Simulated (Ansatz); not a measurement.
A nudged elastic band was laid between two geometries of C₃H₉NS (14 atoms, charge 0, multiplicity 1).

Theory: RKS B3LYP-D4/STO-3G in Ansatz.

- movable images: 9
- climbing image: yes
- spring: 5.0 eV/Å²
- optimiser: fire
- start path: through a guess of the saddle point
- force threshold: 0.05 eV/Å
- iteration limit: 60
- end points: relaxed
- largest step: 0.5 Å

Initial state:

```xyz
14
Properties=species:S:1:pos:R:3
C -1.700 1.046 0.322
C -0.155 1.243 0.318
S 0.757 0.054 1.376
C 0.758 -1.336 0.188
N 1.432 -0.931 -1.118
H -2.108 1.154 1.339
H -2.181 1.795 -0.327
H -1.969 0.047 -0.053
H 0.085 2.257 0.681
H 0.232 1.146 -0.712
H 1.251 -2.193 0.696
H -0.272 -1.649 -0.070
H 2.466 -0.862 -0.885
H 1.393 -1.801 -1.727
```

Final state:

```xyz
14
Properties=species:S:1:pos:R:3
C -1.683 0.870 0.678
C -0.350 1.494 0.164
S 1.162 0.559 0.617
C 0.974 -0.795 -0.612
N 1.993 -1.870 -0.273
H -1.671 0.780 1.775
H -2.536 1.503 0.390
H -1.844 -0.132 0.252
H -0.237 2.500 0.603
H -0.405 1.624 -0.932
H -0.075 -1.168 -0.617
H 1.201 -0.439 -1.637
H 1.626 -2.322 0.615
H 1.831 -2.632 -0.995
```

**Question.** What changes between the two ends?

**Answer.** No bond is made or broken. The dihedral C2–S3–C4–H12 goes from -60 to 73°.

**Question.** What energy profile does the band end with?

**Answer.** The forces met the threshold. The highest image is number 6 of 0 to 10, 17.0 kJ/mol above the first end and 3.3 kJ/mol above the last; the last end lies 13.7 kJ/mol above the first. The order of the stationary point at the top wasn't checked. Limits of this set-up: minimal basis.

| image | path coordinate (Å) | energy (kJ/mol) | dihedral C2–S3–C4–H12 (°) |
| --- | --- | --- | --- |
| 0 | 0.00 | 0.0 | -60 |
| 1 | 0.53 | 1.6 | -48 |
| 2 | 1.06 | 5.3 | -36 |
| 3 | 1.59 | 9.7 | -23 |
| 4 | 2.13 | 13.8 | -10 |
| 5 | 2.67 | 16.5 | 5 |
| 6 | 3.21 | 17.0 | 19 |
| 7 | 3.77 | 16.2 | 33 |
| 8 | 4.33 | 15.0 | 47 |
| 9 | 4.90 | 14.1 | 60 |
| 10 | 5.46 | 13.7 | 73 |

**Question.** What is the geometry of the highest image?

**Answer.** 
```xyz
14
Properties=species:S:1:pos:R:3
C -1.735 0.954 0.614
C -0.331 1.465 0.171
S 1.056 0.429 0.769
C 0.756 -1.034 -0.301
N 2.093 -1.515 -0.857
H -1.787 0.871 1.710
H -2.522 1.648 0.278
H -1.944 -0.037 0.183
H -0.167 2.477 0.578
H -0.298 1.544 -0.930
H 0.215 -1.830 0.259
H 0.122 -0.747 -1.163
H 2.654 -1.791 0.002
H 1.876 -2.464 -1.285
```

Run time: 30 min on 1 CPU thread of a shared host.
